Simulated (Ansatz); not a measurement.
For hcp Mo (model structure), PBEsol (Ansatz, a quantum-chemistry and plane-wave program, plane waves, PAW) gives:

```
Quantity                         Result
------------------------------  -------
equilibrium lattice constant a  2.733 Å
lattice parameter c             4.828 Å
```

### Question
What does r²SCAN in Ansatz (PAW) give for the same quantities?

### Answer

- lattice constant a: 2.738 Å (increases by 0.2 %)
- lattice parameter c: 4.922 Å (grows by 1.9 %)

Changes are worked out from the printed values.

Unless a cell is named, each level is at its own relaxed cell (PBEsol 15.62, r²SCAN 15.97 Å³/atom).

Ansatz's density-functional and Hartree–Fock values are scalar-relativistic unless marked +SOC, with PAW data made under PBE.

A model structure was made by putting elements into a prototype or built by hand; it is no filed structure, need not be a known phase, and can be a saddle point held by its symmetry.
